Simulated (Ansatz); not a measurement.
# O–Al–OH, singlet: reading a ladder of total energies

Geometry: a PBE0/def2-TZVP stationary point for this spin, not checked as a minimum.

```yaml
atoms:
  - { symbol: O, position_ang: [0.0000, 0.0000, -2.2486] }
  - { symbol: Al, position_ang: [0.0000, 0.0000, -0.6530] }
  - { symbol: O, position_ang: [0.0000, 0.0000, 0.9779] }
  - { symbol: H, position_ang: [0.0000, 0.0000, 1.9238] }
```

Basis cc-pVTZ; Ansatz 0.2.0. Correlated methods freeze the noble-gas cores, which leaves 16 electrons in 101 orbitals. Prefix R: restricted or restricted open-shell reference.

Full CI isn't at hand for all of this; RCCSDT(Q) serves as the reference, and is uncertain by about the last step of the cluster series.

Runs differ by some tens of microhartree through their thresholds, so steps under 0.03 kcal/mol mean nothing.

```json
{"level": "RHF", "total energy (hartree)": "-392.316676"}
{"level": "RMP2", "total energy (hartree)": "-392.881108"}
{"level": "RCCSD", "total energy (hartree)": "-392.873426"}
{"level": "RCCSD(T)", "total energy (hartree)": "-392.897539"}
{"level": "RCCSDT", "total energy (hartree)": "-392.897643"}
{"level": "RCCSDT(Q)", "total energy (hartree)": "-392.899621"}
```

**Question.** What is the correlation energy at RCCSDT(Q), and what share of it do RMP2 and RCCSD recover?

**Answer.** E(corr) = -392.899621 − (-392.316676) = -0.582945 hartree = -15.863 eV. RMP2: -0.564432 / -0.582945 = 96.82 %. RCCSD: -0.556750 / -0.582945 = 95.51 %.

**Question.** By how many kcal/mol does RCCSD(T) miss RCCSDT(Q) (1 hartree = 627.509 kcal/mol), and which steps make up the rest?

**Answer.** -392.897539 − (-392.899621) = 0.002082 hartree = 1.31 kcal/mol. Steps: RCCSDT − RCCSD(T) = -0.07, RCCSDT(Q) − RCCSDT = -1.24 kcal/mol. Differences between like states or geometries often cancel part of this.
